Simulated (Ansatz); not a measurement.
**Wavefunction methods compared: NO2, doublet**

Computed with Ansatz's Gaussian-basis code (development build); BCCD by scripts on PySCF. Nonrelativistic, STO-3G, 3 core orbitals frozen. Perturbation and coupled-cluster methods stand on the Hartree–Fock determinant that coupled cluster favours; RHF here means ROHF, with semicanonical perturbation theory. The state met can differ between shapes. The basis is small, far from the limit. The unrestricted determinant is a mixture of spins, so it may stand for another state.

Shape A:

```xyz
3

N     0.0000    0.0000    0.0000
O     0.0000    0.9892    0.4199
O     0.0000   -1.0991    0.4665
```

Shape B:

```xyz
3

N     0.0000    0.0000    0.0000
O     0.0000    1.4838    0.6298
O     0.0000   -1.0991    0.4665
```

Shape C. A bond is stretched, to 1.57 times the sum of the covalent radii.

```xyz
3

N     0.0000    0.0000    0.0000
O     0.0000    1.9784    0.8398
O     0.0000   -1.0991    0.4665
```

Correlation energy of CCSD(T), then each method's total less that of CCSD(T), in eV:

```
 case  E corr CCSD(T)    CCSD    BCCD  BCCD(T)   determinant
A RHF          -5.286  +0.344  +0.414   -0.042             –
B RHF          -5.899  +0.313  +0.501   -0.013             –
C UHF          -3.599  +0.057  +0.155   +0.016  ⟨S²⟩ = 2.108
```

(1) How far does full CI lie from CCSD(T) in each case, and where is CCSD(T) within 1 kcal/mol (0.043 eV)?

(2) Which method comes nearest to full CI in total energy for B RHF?

Results:

(1) A RHF: -0.111 eV (outside); B RHF: -0.247 eV (outside); C UHF: -0.177 eV (outside, spin-contaminated determinant).

(2) BCCD(T), 0.234 eV away; next CCSD(T) (0.247 eV), last BCCD (0.748 eV).
